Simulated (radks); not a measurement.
# O²⁻ held by a Watson sphere

Aim: the size and levels of O²⁻ inside a shell of charge +2 and radius R, which stands for the Madelung well of a crystal, for several R.

Program: radks (a radial shooting solver on a logarithmic mesh, Libxc functionals) version 1. Level of theory: non-relativistic Kohn-Sham, LDA (Slater exchange, Perdew-Wang correlation), spin-polarised, spherical densities, point nucleus. These are calculated values, not measurements, unless marked.

## 1. The system

| Property | Result |
| --- | --- |
| element | oxygen (Z = 8) |
| charge | -2 |
| electrons | 10 |
| configuration | [Ne] |

Outer shells as boxes (Hund's rule):

O²⁻
```
[He] core
2s [↑↓]
2p [↑↓][↑↓][↑↓]
```

## 2. R = 1.89 bohr

Settings of this run:

```text
Z 8
configuration [Ne]
relativity non-relativistic
functional lda,pw
spin polarised
nucleus point
watson charge 2 radius 1.89 bohr
response adiabatic LDA kernel
```

## 3. R = 3.22 bohr

Settings of this run:

```text
Z 8
configuration [Ne]
relativity non-relativistic
functional lda,pw
spin polarised
nucleus point
watson charge 2 radius 3.22 bohr
response adiabatic LDA kernel
```

## 4. R = 3.6 bohr

Settings of this run:

```text
Z 8
configuration [Ne]
relativity non-relativistic
functional lda,pw
spin polarised
nucleus point
watson charge 2 radius 3.6 bohr
response adiabatic LDA kernel
```

## 5. R = 3.61 bohr

Settings of this run:

```text
Z 8
configuration [Ne]
relativity non-relativistic
functional lda,pw
spin polarised
nucleus point
watson charge 2 radius 3.61 bohr
response adiabatic LDA kernel
```

## 6. R = 3.76 bohr

Settings of this run:

```text
Z 8
configuration [Ne]
relativity non-relativistic
functional lda,pw
spin polarised
nucleus point
watson charge 2 radius 3.76 bohr
response adiabatic LDA kernel
```

## 7. R = 3.86 bohr

Settings of this run:

```text
Z 8
configuration [Ne]
relativity non-relativistic
functional lda,pw
spin polarised
nucleus point
watson charge 2 radius 3.86 bohr
response adiabatic LDA kernel
```

**Question.** What will these runs give? Wanted: for each run, R; highest level; its <r>; sum of <r²>; α.

The runs gave:

```
R (bohr)  highest level (eV)  its <r> (bohr)  sum of <r²> (bohr²)  α (bohr³)
    1.89              -8.287           1.464                20.96      13.11
    3.22              -4.569           1.743                30.40      46.25
     3.6              -3.902           1.811                33.31      64.69
    3.61              -3.886           1.812                33.39      65.26
    3.76              -3.659           1.838                34.58      74.32
    3.86              -3.518           1.856                35.40      81.00
```

In words: From R = 1.89 to 3.86 bohr the top level moves from -8.287 to -3.518 eV and its mean radius from 1.46 to 1.86 bohr. A wider sphere makes a shallower well, so the ion swells. The polarisability goes from 13.1 to 81.0 bohr³. Response by self-consistent Sternheimer equations with the Hartree and adiabatic LDA kernel. The sphere does not respond.
